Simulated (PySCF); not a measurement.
```xyz
3
charge 0 multiplicity 1, angstrom
Mg    0.0000    0.0000    0.0000
H     0.0000    0.0000    1.7141
H     0.0000    0.0000   -1.7141
```

These are results of BP86/[Mg def2-TZVP, H def2-TZVP], no relativity, density fitting, PySCF, not measurements.

This geometry of MgH2 is a stationary point at this level.

Q: What is the point group?

A: D∞h.

Q: Is it a minimum?

A: Yes: all harmonic wavenumbers are real.

Q: Which band is strongest in the infrared?

A: 438 cm⁻¹ (πu), 822 km/mol.

Q: What are the dipole moment and the gap between the highest occupied and lowest empty levels?

A: 0.00 D and 4.96 eV.
